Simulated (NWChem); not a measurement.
Species: pyrrole (C$_{4}$H$_{5}$N); SMILES c1cc[nH]c1

All runs: NWChem. Pople sets run with spherical d functions. Each level has its own optimisation. Computed dipoles belong to the equilibrium geometry; the measured one is vibrationally averaged.

Measured dipole moment: 1.84 D (NIST CCCBDB, as tabulated in the package chemicals).

**Question.** Which of these levels lies farthest from the measured value, and how do the others fare: PBE0/def2-SVP; PBE/def2-SVP; Hartree-Fock/3-21G; B3LYP/6-31G*; Hartree-Fock/STO-3G; LDA (Slater exchange, VWN5)/def2-SVP; Hartree-Fock/6-31G*; BLYP/def2-SVP?…

**Answer.** LDA (Slater exchange, VWN5)/def2-SVP.
| level | dipole moment (D) | computed − measured |
|---|---|---|
| Hartree-Fock/STO-3G | 1.79 | -0.05 |
| Hartree-Fock/3-21G | 1.92 | +0.08 |
| Hartree-Fock/6-31G* | 1.90 | +0.06 |
| B3LYP/6-31G* | 1.91 | +0.07 |
| LDA (Slater exchange, VWN5)/def2-SVP | 2.10 | +0.26 |
| PBE/def2-SVP | 2.04 | +0.20 |
| BLYP/def2-SVP | 2.00 | +0.16 |
| PBE0/def2-SVP | 2.05 | +0.21 |
